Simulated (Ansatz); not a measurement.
For rock-salt BaO, PBE in Ansatz (PAW) gives:

```
Property                              Result
------------------------------  ------------
lattice constant a                   5.574 Å
bulk modulus                        69.1 GPa
cohesive energy                 5.02 eV/atom
band gap at the measured cell        2.04 eV
elastic constant C11                 115 GPa
elastic constant C44                35.6 GPa
Voigt–Reuss–Hill shear modulus      35.2 GPa
```

Q: What does PBE0 (Ansatz, a quantum-chemistry and plane-wave program, PAW) give for the same quantities?

A: 
- lattice constant a: 5.531 Å (decreases by 0.8 %)
- bulk modulus: 75.9 GPa (grows by 9.8 %)
- cohesive energy: 4.81 eV/atom (decreases by 0.21 eV/atom)
- band gap at the measured cell: 4.05 eV (grows by 2.01 eV)
- elastic constant C11: 127 GPa (grows by 10 %)
- elastic constant C44: 37.2 GPa (grows by 4.5 %)
- Voigt–Reuss–Hill shear modulus: 37.7 GPa (increases by 7.1 %)

For comparison: lattice constant a 5.54 Å (measured, 300 K, not corrected to a static lattice; as tabulated in Santana et al. (2016), arXiv:1608.06321); bulk modulus 74.1 GPa (measured, 300 K, no zero-point or thermal correction; as tabulated in Santana et al. (2016), arXiv:1608.06321); cohesive energy 5.08 ± 0.03 eV/atom (worked out here from tabulated enthalpies at 298 K, copied from a table, unchecked, brought to a static lattice with a Debye model, atoms in their spin–orbit ground levels; inputs from the CRC Handbook); band gap 4.4 eV (measured, temperature not stated, no zero-point or thermal correction; as tabulated in Abedi et al. (2022), arXiv:2211.14644); elastic constant C11 126 GPa (measured, temperature not stated, no zero-point or thermal correction; as tabulated in Oses et al. (2018), arXiv:1811.08464); elastic constant C44 33.7 GPa (measured, temperature not stated, not corrected to a static lattice; as tabulated in Oses et al. (2018), arXiv:1811.08464).

Changes are worked out from the printed values.

Unless a cell is named, each level is at its own relaxed cell (PBE 21.65, PBE0 21.15 Å³/atom).

Spin–orbit coupling is included only where a level's name says +SOC; with heavier elements it mostly lowers gaps and can invert bands. Density-functional gaps are differences of (generalised) Kohn–Sham levels.

Ansatz's density-functional and Hartree–Fock values are scalar-relativistic unless marked +SOC, with PAW data made under PBE.
